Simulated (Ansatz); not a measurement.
# Rock-salt AgCl: TO phonon frequency at L by level of theory

No measured value is used here.

**Question.** Put these levels in order of the TO phonon frequency at L that they give for rock-salt AgCl, smallest first: LDA (Ansatz, a quantum-chemistry and plane-wave program), PBE (Ansatz), r²SCAN (Ansatz).

**Answer.** PBE (54 cm⁻¹), r²SCAN (66 cm⁻¹), LDA (72 cm⁻¹)

Unless a cell is named, each level is at its own relaxed cell (LDA 19.19, PBE 22.09, r²SCAN 21.31 Å³/atom).

Each level is taken at its own relaxed cell. Cutoffs differ between the levels. Ansatz's density-functional and Hartree–Fock values are scalar-relativistic unless marked +SOC, with PAW data made under PBE.
